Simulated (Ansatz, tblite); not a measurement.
Cost and result up the ladder for the cluster Mg₃⁻ (the lowest doublet isomer of a short search) (3 atoms). The state is a doublet with charge -1. Geometry: r2SCAN/def2-TZVPD.

Cartesian coordinates in Å:
```
Mg -0.477 0.271 1.661
Mg -0.524 1.103 -1.252
Mg 1.001 -1.375 -0.409
```

Ansatz on 4 threads of Arm Neoverse V1 on a shared host; xTB runs through tblite on one thread. Times are rough, summed over both states, and most runs start from the orbitals of an earlier one. B2PLYP/def2-TZVPD serves as the yardstick here, not as an exact answer. The other state is a quartet at its own geometry, which has other bonds, so the gap mixes isomer and spin.

The xTB rows come from tblite. LC-ωPBE has ω = 0.4 bohr⁻¹. Correlated methods freeze 3 core orbitals; core or outer-core shells of Mg are correlated, in sets that lack core-valence functions. The structure comes from a short search, and lower isomers may exist.

Run but left out: HF/STO-3G (doublet: a determinant that CCSD turns far, T1 0.059); HF/def2-TZVPD, HF/def2-TZVPPD, MP2/def2-TZVPD, MP2/def2-TZVPPD, CCSD/def2-TZVPPD, CCSD(T)/def2-TZVPPD (doublet: ⟨S²⟩ 1.48, where a pure state has 0.75).

Correlated methods converge slowly with the basis.

xTB has no spin-polarisation term.

| level | functions | wall time | quartet − doublet (eV) | difference from B2PLYP/def2-TZVPD (eV) | remarks |
| --- | --- | --- | --- | --- | --- |
| GFN1-xTB | 12 | 0.003 s | 6.06 | 4.74 | – |
| GFN2-xTB | 27 | 0.009 s | 3.32 | 2.00 | – |
| LDA (SPW92)/def2-TZVPD | 105 | 1.3 s | 1.28 | -0.05 | HOMO above zero (doublet), HOMO above zero (quartet) |
| PBE/def2-TZVPD | 105 | 2.6 s | 1.17 | -0.15 | HOMO above zero (doublet), HOMO above zero (quartet) |
| revPBE/def2-TZVPD | 105 | 2.8 s | 1.12 | -0.20 | HOMO above zero (doublet), HOMO above zero (quartet) |
| RPA@PBE/def2-TZVPD | 105 | 3.8 s | 1.21 | -0.11 | – |
| B2PLYP/def2-TZVPD | 105 | 5.1 s | 1.32 | 0.00 | – |
| r2SCAN/def2-TZVPD | 105 | 7.4 s | 0.99 | -0.33 | HOMO above zero (doublet), HOMO above zero (quartet) |
| LC-ωPBE/def2-TZVPD | 105 | 7.8 s | 0.89 | -0.43 | spin-contaminated (⟨S²⟩ 3.98) (quartet) |
| PBE0/def2-TZVPD (with forces) | 105 | 20 s | 1.11 | -0.21 | HOMO above zero (doublet), HOMO above zero (quartet) |
| ωB97M-V/def2-TZVPD | 105 | 31 s | 1.52 | 0.20 | – |
